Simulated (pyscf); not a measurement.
This saddle point was located with ωB97X-D3(BJ)/def2-SVP in PySCF.

```xyz
9

B      1.7207     0.9410    -0.8908
F      0.6111    -0.1182    -0.5939
F      1.7429     1.1635    -2.1996
F      2.8284     0.5822    -0.2526
Si    -0.6248     0.4239     0.6652
Cl     0.7425     2.3074     0.0651
Cl    -1.8263    -1.0842    -0.0248
Cl    -2.0654     1.7951     1.1652
Cl     0.3900    -0.1476     2.3192
```
Charge 0, spin multiplicity 1.

Surface: singlet, charge 0. Lowest wavenumbers (cm⁻¹): 131i, 43, 76, 149, 165.

### Question
Which two sides does it connect, and which bonds change?

### Answer
F–B(F)–F + Cl–Si(Cl)(Cl)–Cl <-> F–B(F)–Cl + F–Si(Cl)(Cl)–Cl, a four-centre exchange read from left to right: B–F, Cl–Si broken and B–Cl, F–Si formed. At ωB97M-D3(BJ)/def2-TZVP it lies +132.9 kJ/mol from the left side and +117.7 kJ/mol from the right (each side as separated species at their lowest minima found). This is the saddle that the search found; another between the same sides may lie lower.
